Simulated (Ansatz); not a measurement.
A nudged elastic band was laid between two geometries of H2 + H5NSi (9 atoms, charge 0, multiplicity 1).

These are results of Ansatz, RKS PBE0-D4/def2-SVP, not measurements.

- movable images: 7
- climbing image: yes
- spring: 5.0 eV/Å²
- optimiser: quadratic models (default)
- start path: through a guess of the saddle point
- force threshold: 0.03 eV/Å
- iteration limit: 60
- end points: relaxed

Image 0:

```xyz
9
Properties=species:S:1:pos:R:3
Si -0.294 0.526 0.039
N 0.045 -0.035 1.647
H -0.720 -0.370 2.223
H 0.712 0.476 2.215
H 1.010 0.729 -0.659
H -1.058 1.816 -0.063
H -1.102 -0.523 -0.652
H 1.721 -2.890 1.745
H 1.336 -2.232 1.685
```

Image 8:

```xyz
9
Properties=species:S:1:pos:R:3
Si 0.361 0.019 -0.445
N -0.007 -0.603 2.381
H -0.971 -0.858 2.591
H 0.219 0.188 2.983
H 0.548 0.343 -1.903
H 0.457 1.315 0.286
H -0.988 -0.604 -0.326
H 1.458 -0.923 -0.083
H 0.572 -1.380 2.697
```

(1) What changes between the two ends?

(2) What energy profile does the band end with?

(3) What is the geometry of the highest image?

Answers

(1) Bonds broken: Si1–N2, H8–H9. Bonds formed: Si1–H8, N2–H9. H2 + H5NSi becomes H3N + H4Si.

(2) The forces met the threshold. The highest image is number 4 of 0 to 8, 41.7 kcal/mol above the first end and 42.0 kcal/mol above the last; the last end lies 0.3 kcal/mol below the first. Neighbouring images differ by up to 1.4 eV, so the band resolves the path poorly. A vibrational analysis at the climbing image gives one clearly imaginary mode, 1347i cm⁻¹: a first-order saddle point. The orbitals stay closed-shell, which can raise the energy where a bond breaks towards radicals; this wasn't checked here.

```
image  path coordinate (Å)  energy (kcal/mol)  Si1–N2 (Å)  H8–H9 (Å)  Si1–H8 (Å)
    0                 0.00                0.0        1.74       0.76        4.32
    1                 0.80                0.1        1.74       0.76        3.87
    2                 1.60                1.0        1.74       0.76        3.22
    3                 2.40               10.5        1.76       0.78        2.47
    4                 3.20               41.7        1.90       1.16        1.89
    5                 4.09               22.5        2.22       1.86        1.55
    6                 4.99                7.2        2.62       2.23        1.50
    7                 5.87                0.0        2.85       2.78        1.49
    8                 6.76               -0.3        2.92       2.95        1.49
```

(3) 
```xyz
9
Properties=species:S:1:pos:R:3
Si 0.061 -0.069 0.111
N 0.161 -0.259 2.001
H -0.726 -0.332 2.505
H 0.760 0.423 2.471
H 1.304 0.350 -0.597
H -0.715 1.244 0.172
H -0.909 -0.967 -0.578
H 1.000 -1.652 0.522
H 0.713 -1.239 1.573
```

The run took 3.6 min on 1 thread of Intel(R) Xeon(R) Platinum 8375C CPU @ 2.90GHz (Ice Lake), on a shared host, peak memory 0.14 GiB.
